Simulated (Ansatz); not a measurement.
`[OH][AlH][AlH2]` + CH₃OH → `C[O][AlH2]` + `[OH][AlH2]` at 700 K and 1 bar (cleavage of the Al–Al bond).

Isolated molecules relaxed with PBE0-D4/def2-TZVP in Ansatz; ΔE leaves out vibrations. CBS: MP2 limit from def2 TZ/QZ plus the TZ coupled-cluster correction, frozen cores. This one scheme is used for every species. One conformer a species, not always the lowest.

| species | CCSD(T)/CBS energy (Eh) | H − E (kJ/mol) | S (J/(mol·K)) |
| --- | --- | --- | --- |
| `[OH][AlH][AlH2]` | -561.63147 | 152.1 | 416.9 |
| CH₃OH | -115.61712 | 170.8 | 288.5 |
| `C[O][AlH2]` | -358.26893 | 201.7 | 379.3 |
| `[OH][AlH2]` | -319.03157 | 111.2 | 312.7 |

H − E and S are ideal-gas, rigid-rotor, harmonic terms from PBE0-D4/def2-TZVP, for one conformer and one mirror image of each species. 1 Eh = 2625.50 kJ/mol, R = 8.31446 J/(mol·K).

Question: By hand: ΔE, ΔH, ΔS and ΔG.

Answer: ΔE = (-358.26893) + (-319.03157) − (-561.63147) − (-115.61712) = -0.05191 Eh = -136.3 kJ/mol. Δ(H − E) = 201.7 + 111.2 − 152.1 − 170.8 = -10.0, so ΔH = -146.3 kJ/mol. ΔS = 379.3 + 312.7 − 416.9 − 288.5 = -13.4 J/(mol·K). ΔG = -146.3 − 700 × (-13.4)/1000 = -136.9 kJ/mol.

Question: By hand: the equilibrium constant, and the temperature at which ΔG would vanish if ΔH and ΔS stayed fixed.

Answer: log₁₀ K = −ΔG/(RT ln 10) = 10.2. ΔG = 0 at ΔH/ΔS = 10918 K, far beyond where these terms or the molecules hold.

The number of gas molecules stays the same, so ΔS is small and ΔH decides. A doubt of 5 kJ/mol in ΔE shifts log₁₀ K by 0.4 here. Other conformers and mirror images would add mixing entropy, several J/(mol·K) or more a flexible species. These are equilibria of isolated gas molecules and say nothing of rates. Largest T1 diagnostic: 0.013 (customary marks: 0.02 for closed shells, 0.045 for open ones).
